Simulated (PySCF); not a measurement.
CHO, SMILES [CH]=O, multiplicity 2.

The structure is a stationary point at PBE0-D3(BJ)/def2-TZVPD. The isomer is the one that the SMILES or the coordinates give; other isomers of the formula were not compared.

Two levels are set side by side: PBE/def2-TZVPD (PySCF) and M06-2X/def2-TZVPD (PySCF). Same geometry, gas phase. Differences are taken from unrounded values.

| quantity | M06-2X |
|---|---|
| α-spin orbital gap (eV) | 7.46 |
| β-spin orbital gap (eV) | 11.51 |
| dipole moment (D) | 1.72 |
| mean polarisability (bohr³) | 17.0 |

Q: What does PBE give, and how far is it from M06-2X? (An estimate is asked for; the answer gives what the named calculation found.)

A: 
```
quantity                      PBE  PBE minus M06-2X
---------------------------  ----  ----------------
α-spin orbital gap (eV)      2.24             -5.22
β-spin orbital gap (eV)      6.55             -4.96
dipole moment (D)            1.47             -0.25
mean polarisability (bohr³)  18.1               1.1
```

Loosely held outer electrons make PBE densities more polarisable. Differences between two approximate levels are no errors against the true value.

Rough cost on one machine, each run with all the roots and properties that it gave: M06-2X against PBE about 2 times.
